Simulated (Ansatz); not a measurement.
**A ladder of methods for SiH3F (SMILES F[SiH3])**

SiH3F: 5 atoms, total charge 0, spin state singlet. As SMILES, `F[SiH3]`. The shape was relaxed beforehand at PBE0/def2-SVP.

```jsonl
{"atom": "F", "x (Å)": "-1.2947", "y (Å)": "0.1656", "z (Å)": "0.8716"}
{"atom": "Si", "x (Å)": "0.0435", "y (Å)": "-0.0194", "z (Å)": "-0.0309"}
{"atom": "H", "x (Å)": "-0.3641", "y (Å)": "-0.1939", "z (Å)": "-1.4524"}
{"atom": "H", "x (Å)": "0.7765", "y (Å)": "-1.2230", "z (Å)": "0.4498"}
{"atom": "H", "x (Å)": "0.8888", "y (Å)": "1.1971", "z (Å)": "0.1204"}
```

Each level gives the dissociation energy of the Si2–F1 bond into doublet SiH3 and doublet F (shapes relaxed at PBE0/def2-SVP, no zero-point term) (eV). The values are calculated.

```csv
level,kind,program,value (eV),CPU time (all runs)
BLYP/def2-TZVPP,GGA,Ansatz,6.49,1.9 s
PBE/def2-TZVPP,GGA,Ansatz,6.53,1.9 s
r2SCAN/def2-TZVPP,meta-GGA,Ansatz,6.42,4.3 s
B3LYP/def2-TZVPP,global hybrid,Ansatz,6.45,2.1 s
PBE0-D4/def2-TZVPP,global hybrid,Ansatz,6.35,2 s
wB97M-V/def2-TZVPP,range-separated hybrid,Ansatz,6.63,8.2 s
B2PLYP/def2-TZVPP,double hybrid,Ansatz,6.54,3.4 s
RPA@PBE/def2-TZVPP,RPA,Ansatz,6.03,3.3 s
```

The values span 6.03 to 6.63 eV. Measured bond enthalpies also hold zero-point and thermal terms, a few tenths of an eV less. Times are those of the runs behind each value, whatever else they computed, on shared processors of several kinds: orders of magnitude only.
